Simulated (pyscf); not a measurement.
HO–Si(SiH₃)(SiH₃)–SiH₃ + HCl -> HO–Si(SiH₃)(SiH₃)–SiH₂–Cl + H₂ (four-centre exchange; singlet surface; H–Si, Cl–H broken, Cl–Si, H–H formed). Optimised with ωB97X-D3(BJ)/def2-SVP in PySCF. Rate constants from transition-state theory, ωB97M-D3(BJ)/def2-TZVP energies (ideal gas, 1 atm, RRHO with modes under 100 cm⁻¹ raised to 100, one conformer, R ln 2 for chiral ones without a mode under 150 cm⁻¹; no tunnelling), k in cm³ molecule⁻¹ s⁻¹.

```
T (K)  1000/T  log10 k
-----  ------  -------
298     3.354   -35.55
600     1.667   -25.08
900     1.111        ?
1200    0.833   -19.57
```

Question: Fit an Arrhenius line to the three values, give the activation energy, and predict k at 900 K.

Answer: Least squares gives log10 k = -14.40 − 6.32 × 1000/T, so Ea = 6.32 × ln 10 × 1.987 = 28.9 kcal/mol, against an electronic barrier of 26.3. At 900 K the line gives -21.42; the computed value is -21.47 (ΔG‡ = 65.2 kcal/mol), close to the line. At the saddle there is also a short H–Si contact that neither side keeps. This is the saddle that the search found; another between the same sides may lie lower.
